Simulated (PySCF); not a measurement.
Cartesian coordinates (Å):
SMILES: [CH3]
```xyz
4

C      0.0000     0.0002     0.0000
H      1.0424    -0.3321    -0.0017
H     -0.8090    -0.7364    -0.0022
H     -0.2334     1.0691     0.0039
```
Charge 0, spin multiplicity 2.

### Question
Estimate the highest occupied spin orbital, dipole moment and total energy that PySCF 2.14.0 with TPSSh-D3(BJ)/def2-TZVP // TPSS-D3(BJ)/def2-SVP returns for this input.

### Answer

```yaml
highest_occupied_spin_orbital: -6.06 eV
dipole_moment: 0.00 D
total_energy: -1084.68 eV
```
